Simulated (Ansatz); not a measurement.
## [SiH3···H···CH2], triplet: the ladder up to UCCSDT(Q)

Geometry: a point of a hydrogen-transfer path between rigid fragments, not a stationary point.

```xyz
8

Si   -0.9136    0.0000    0.0000
H    -1.4085    1.3997    0.0000
H    -1.4085   -0.6999    1.2122
H    -1.4085   -0.6999   -1.2122
H     0.7254    0.0000    0.0000
C     2.0214    0.0000    0.0000
H     2.4358    0.0000    0.9962
H     2.4358    0.0000   -0.9962
```

Basis cc-pVDZ; Ansatz 0.2.0. Only valence electrons are correlated (noble-gas cores frozen), which leaves 14 electrons in 56 orbitals. R marks a restricted (for open shells ROHF) determinant, U an unrestricted one. Active spaces: pair = (4e, 4o) about the gap; frontier = (10e, 10o) about the gap.

Full CI isn't at hand for all of this; UCCSDT(Q) serves as the reference, and is uncertain by about the last step of the cluster series. The frozen core follows each run's orbitals, which can shift R against U totals by a few meV.

For open shells CISD is restricted-active-space CI with the open shells as a complete middle space.

```
UHF ⟨S²⟩                          : 2.039
T1 diagnostic (RCCSD)             : 0.0202
largest doubles amplitude (RCCSD) : 0.033
T1 diagnostic (UCCSD)             : 0.0144
```

| level | E − E(RHF) (eV) |
| --- | --- |
| UHF | -0.3320 |
| RMP2 | -6.6542 |
| UMP2 | -6.5955 |
| RCCSD | -7.9622 |
| UCCSD | -7.9686 |
| RCCSD(T) | -8.1362 |
| UCCSD(T) | -8.1352 |

Estimate how far UCCSDT(Q) in cc-pVDZ lies from RCCSD(T). The table doesn't fix it; the size of (T) and the diagnostics are the guide.

UCCSDT(Q) in cc-pVDZ lies 0.90 kcal/mol below RCCSD(T), which is 22 % of the (T) step (-4.01 kcal/mol). The diagnostics are small and one determinant leads, so the series closes fast and only a small part of (T) is left.

The other levels:

```csv
level,E − E(UCCSDT(Q)) (kcal/mol),share of correlation (%),wall time
CISD,21.79,88.44,6 s
BCCD(T),0.91,99.52,2.6 s
RCCSDT,0.20,99.90,–
UCCSDT,0.17,99.91,–
RCCSDT(Q),0.02,99.99,6 s (H100)
CASSCF (pair space),174.63,7.37,–
MRCISD (pair space),19.53,89.64,–
MRCISD+Q (pair space),2.15,98.86,2.4 s (H100)
CASSCF (frontier space),138.77,26.39,–
MRCISD (frontier space),12.84,93.19,–
MRCISD+Q (frontier space),1.14,99.40,17 s (H100)
```

The correlation energy at UCCSDT(Q), counted from RHF, is -8.175 eV. That run took 6 s on 2 threads of AMD EPYC 7R13 with a shared H100 80 GB, shared host.

Times hold each run's SCF and search for its determinant on a shared host, so for small cases they say little of a method's own cost; rows without a card ran on 1 thread of AMD EPYC 7R13.
